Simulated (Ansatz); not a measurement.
Consider the isomerisation: `C/C=C/C=O` → `C1=CCOC1`.

Computed with Ansatz on PBE0-D4/def2-TZVP structures; ΔE is electronic, products minus reactants. CCSD(T)/CBS adds triple-zeta CCSD(T) − MP2 to the extrapolated MP2 energy (def2 sets, frozen cores). Each species was taken in one conformer, which may not be the lowest.

```csv
species,MP2/CBS(def2) energy (Eh)
`C/C=C/C=O`,-230.89085
`C1=CCOC1`,-230.87837
```

Problem. Work out ΔE.

Solution. ΔE = (-230.87837) − (-230.89085) = 0.01248 Eh = +7.8 kcal/mol. CCSD(T)/CBS gives +8.0 kcal/mol.

Largest T1 diagnostic among the species: 0.014.

At CCSD(T), def2-SVP lies +3.4 kcal/mol from the extrapolated value and def2-TZVPP +0.6 kcal/mol. From PBE to PBE0 (25 % exact exchange), in def2-TZVPP and without D4, ΔE moves by −3.5 kcal/mol.
